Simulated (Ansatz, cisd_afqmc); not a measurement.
Species: Si₂, charge 0, triplet. Si2 (SMILES [Si]=[Si], triplet).
B3LYP-D3(BJ)/def2-TZVP minimum from Ansatz (an electronic-structure program):
```xyz
2

Si     0.0000     0.0000    -1.1339
Si     0.0000     0.0000     1.1339
```
Charge 0, spin multiplicity 3.

Total energies in cc-pV(Q+d)Z, 8 correlated electrons, 10 frozen orbitals. Radicals and triplets start from unrestricted determinants; spin-orbit coupling is neglected. Cores are frozen in correlated methods. No relativity. The Monte Carlo rows (phaseless AFQMC, CISD trial, step 0.005/hartree) carry one-sigma bars that omit the constraint's bias. Outlying blocks are dropped, and bars are widened where a walk drifts. Over all cases where full CI ran beside it in this data, AFQMC minus full CI had a median of +0.1 mEh and passed +0.4 mEh in a tenth of the cases.

| method | program | energy (Eh) | minus CCSDT(Q) (mEh) |
|---|---|---|---|
| HF | Ansatz | -577.78345 | 212.54 |
| MP2 | Ansatz | -577.95266 | 43.33 |
| CCSD | Ansatz | -577.98072 | 15.27 |
| CCSD(T) | Ansatz | -577.99325 | 2.75 |
| CCSDT(Q) | Ansatz | -577.99599 | 0.00 |
| AFQMC/CISD | cisd_afqmc | -577.9937 ± 0.0002 | 2.3 ± 0.2 |

Rough core times of Ansatz's runs on a shared machine: CCSD(T) 4 min, CCSDT(Q) 30 min.
